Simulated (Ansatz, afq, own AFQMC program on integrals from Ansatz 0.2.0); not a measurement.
## BH₂O, doublet in cc-pVDZ, levels against CCSDT(Q)

| atom | x (Å) | y (Å) | z (Å) |
| --- | --- | --- | --- |
| B | 0.0000 | 0.0000 | 0.6689 |
| O | 0.0000 | 0.0000 | -0.6123 |
| H | 0.0000 | 1.0503 | 1.2721 |
| H | 0.0000 | -1.0503 | 1.2721 |

Connectivity, by distances: BH2–O.

Basis cc-pVDZ. Noble-gas cores (and the filled d shells of Ga–Kr and In–Xe) are frozen. Ansatz 0.2.0 and our own AFQMC program on the same integrals; the CISD trial comes from CCSD amplitudes, and released means the phaseless constraint is let go. Free AFQMC starts from the CCSD state and is never constrained. Its projection time is finite, and what remains of the start isn't in its error. Error bars are statistical, one sigma.

Determinant: ROHF, the one that the program's search chose, which needn't be the lowest solution. The geometry is a point of a scan.

No full CI on the walks' own integrals is used here; CCSDT(Q) serves as the reference and is uncertain by about the last step of the cluster series.

Cautions: higher spins were not checked; raised T1 diagnostic (T1 0.047, weight of the determinant 0.86, largest double 0.06); the ph-AFQMC/CISD walk drifts between its halves (2.1 errors).

The T1 diagnostic is 0.0474, the weight of the determinant in the CISD state is 0.862 and the size of the correlated space is 11 electrons in 36 orbitals.

Reference: CCSDT(Q), correlation energy -7.594 eV. The released energy is read at 2.40 1/Eh (meV from the phaseless value at times in 1/Eh: -9 ± 14 at 0.24, -35 ± 17 at 0.51, -30 ± 19 at 0.99, -27 ± 21 at 1.62, -6 ± 26 at 2.40).

```tsv
level	E − E(reference) (mEh)	share of correlation (%)
HF	279.09	0.00
MP2	42.47	84.78
CCSD	8.54	96.94
CCSD(T)	1.74	99.38
CCSDT	0.60	99.78
ph-AFQMC/HF	-7.85 ± 2.68	102.81
ph-AFQMC/CISD	0.99 ± 0.59	99.65
released AFQMC	0.75 ± 0.97	99.73
free AFQMC	1.38 ± 0.79	99.50
```

Free projections are given only where their last times agree within the noise and don't stop above the reference; a slow remainder of the start can still hide under it. A walk keeps the symmetry of its determinant, which the program's search chose and which needn't be the lowest solution, so a lower state of the same spin and another symmetry isn't excluded. Released energies are given only where the last usable release times agree within the noise; a slower fall can still hide under it.
